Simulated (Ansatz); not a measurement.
Input file for Ansatz (an electronic-structure program): R-CCSD(T)/aug-cc-pVTZ on CH2 (SMILES [CH2]), atoms moved off the minimum.

Ansatz 0.2 input:
```yaml
crystal:
  periodic: [false, false, false]
  atoms:
    - {symbol: C, position_ang: [0.11186551, 0.20382282, 0.01589629]}
    - {symbol: H, position_ang: [-0.89361256, -0.51918464, -0.07485849]}
    - {symbol: H, position_ang: [0.81055896, -0.46406266, -0.01561509]}
basis:
  gaussian:
    orbitals: aug-cc-pVTZ
magnetization: {spin_polarized: false}
correlation: {method: ccsd_t, electrons: outside_noble_gas}
scf: {lower_state_search: off}
output: {forces: true}
```

The head of its log:

```
WARN ansatz: RAYON_NUM_THREADS=1 ignored (pool sized by the plan → 1); use --threads N
Functional definition: HF
these checks for a lower state are left out or cut short: starts, cluster_reference, orbital_swaps, neighbouring_geometries, increment
integrals: 0.08 GiB planned
520 factors; integrals over basis functions are off by at most 7.9e-4 eV
mean field: 0.10 GiB planned
mean field evaluation 1: about -1057.3178 eV, gradient 1.0e1 eV
mean field evaluation 2: about -1057.3178 eV, gradient 1.0e1 eV
mean field evaluation 4: about -1057.7074 eV, gradient 8.5e-1 eV
mean field evaluation 8: about -1057.7125 eV, gradient 8.6e-4 eV
mean field -1057.71254283 eV, -38.8702190056 hartree, gradient 7.3e-7 eV, S^2 0.000000; 0 other end points of the search recorded, 0 dependent functions left out; unrestricted orbitals would lower it
1 core orbitals not correlated
reference -1057.71254283 eV, -38.8702190056 hartree; 3, 3 occupied and 88, 88 virtual orbitals, 520 factors
densities: 0.35 GiB planned
```

What total energy does the run end on?

-39.0419 hartree (reference determinant -38.8702, T1 diagnostic 0.010).
